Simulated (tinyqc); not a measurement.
Worked calculation: Hueckel theory of the pi electrons with the omega technique, for the molecule C=CC1=CC=C1 (SMILES; centres numbered as the heavy atoms are written). Computed by tinyqc, a small Python program that keeps every step. Settings: charge = 0, omega = 1.0, damping = 0.3. Command: `OMP_NUM_THREADS=1 python tinyqc.py 25470 25471 out.jsonl` (the two numbers bound the seeds that draw the settings). One thread of a shared host (Intel(R) Xeon(R) Processor @ 2.60GHz), about 0.01 s of CPU time with the checks.

## The Hueckel matrix

Centres:
```
centre  z_r, pi electrons of the neutral centre        h
1C                                            1  0.00000
2C                                            1  0.00000
3C                                            1  0.00000
4C                                            1  0.00000
5C                                            1  0.00000
6C                                            1  0.00000
```

Bonds:
```
i  j  k
1  2  1
2  3  1
3  4  1
4  5  1
5  6  1
6  3  1
```

H_rr = alpha + h_r beta, H_rs = k_rs beta for bonded centres.

Hueckel matrix in units of beta (H = alpha + beta A), order 1C, 2C, 3C, 4C, 5C, 6C:
```
[[0.00000, 1.00000, 0.00000, 0.00000, 0.00000, 0.00000],
 [1.00000, 0.00000, 1.00000, 0.00000, 0.00000, 0.00000],
 [0.00000, 1.00000, 0.00000, 1.00000, 0.00000, 1.00000],
 [0.00000, 0.00000, 1.00000, 0.00000, 1.00000, 0.00000],
 [0.00000, 0.00000, 0.00000, 1.00000, 0.00000, 1.00000],
 [0.00000, 0.00000, 1.00000, 0.00000, 1.00000, 0.00000]]
```

## Orbitals, round 1

pi electrons, sum of z_r less the charge = 6

Diagonalise; E = alpha + x beta with beta < 0, so the largest x are filled first; degenerate levels share their electrons. P = sum n_i c_ri c_si; each orbital has its largest coefficient positive (the first on a tie).

x values: [2.17533, 1.12603, 0.00000, 0.00000, -1.12603, -2.17533]

occupations: [2.00000, 2.00000, 1.00000, 1.00000, 0.00000, 0.00000]

coefficients, order 1C, 2C, 3C, 4C, 5C, 6C:
```
[[0.14943, 0.55768, 0.05193, 0.57501, -0.55768, 0.14943],
 [0.32506, 0.62796, 0.00000, 0.00000, 0.62796, -0.32506],
 [0.55768, 0.14943, -0.05193, -0.57501, -0.14943, 0.55768],
 [0.44404, -0.22985, 0.70424, -0.06361, -0.22985, -0.44404],
 [0.40825, -0.40825, 0.05193, 0.57501, 0.40825, 0.40825],
 [0.44404, -0.22985, -0.70424, 0.06361, -0.22985, -0.44404]]
```

charge and bond-order matrix P, order 1C, 2C, 3C, 4C, 5C, 6C:
```
[[1.00000, 0.79755, 0.00000, -0.12366, 0.00000, -0.12366],
 [0.79755, 1.00000, 0.55023, 0.00000, -0.24732, 0.00000],
 [0.00000, 0.55023, 1.00000, 0.42657, 0.00000, 0.42657],
 [-0.12366, 0.00000, 0.42657, 1.00000, 0.55023, 0.00000],
 [0.00000, -0.24732, 0.00000, 0.55023, 1.00000, 0.55023],
 [-0.12366, 0.00000, 0.42657, 0.00000, 0.55023, 1.00000]]
```

Within a degenerate level the vectors are fixed only up to a rotation; this is one choice.

## Omega technique, round 1

h_r = h_r(0) + omega q_r, omega = 1, with q_r = z_r - P_rr; 0.3 of the old diagonal is kept.

matrix after round 1, order 1C, 2C, 3C, 4C, 5C, 6C:
```
[[0.00000, 1.00000, 0.00000, 0.00000, 0.00000, 0.00000],
 [1.00000, 0.00000, 1.00000, 0.00000, 0.00000, 0.00000],
 [0.00000, 1.00000, 0.00000, 1.00000, 0.00000, 1.00000],
 [0.00000, 0.00000, 1.00000, 0.00000, 1.00000, 0.00000],
 [0.00000, 0.00000, 0.00000, 1.00000, 0.00000, 1.00000],
 [0.00000, 0.00000, 1.00000, 0.00000, 1.00000, 0.00000]]
```

## Convergence

Each round sets h_r = h_r(0) + omega (z_r - P_rr), keeping the share named as damping of the old diagonal; repeat until output and input diagonals agree to 1e-6.

Rounds:
```
round  sum n x  largest |h(out) - h(in)|
1      6.60272                  1.11e-15
```

Converged in 1 rounds.

## Energy, charges, bond orders

E = sum n x; q_r = z_r - P_rr; bond order p = P_rs; free valence = sqrt(3) - sum of p over the bonds of the atom.

pi energy = 6 alpha + this times beta = 6.60272

pi charges: [0.00000, 0.00000, 0.00000, 0.00000, 0.00000, 0.00000]

Bond orders and lengths from R = 1.517 - 0.180 p (angstrom, C-C alone):
```
bond        p        R
1-2   0.79755  1.37344
2-3   0.55023  1.41796
3-4   0.42657  1.44022
4-5   0.55023  1.41796
5-6   0.55023  1.41796
6-3   0.42657  1.44022
```

free valence of the carbons: [0.93450, 0.38428, 0.32869, 0.75526, 0.63160, 0.75526]

gap between the highest filled and the next level = 1.12603 |beta|
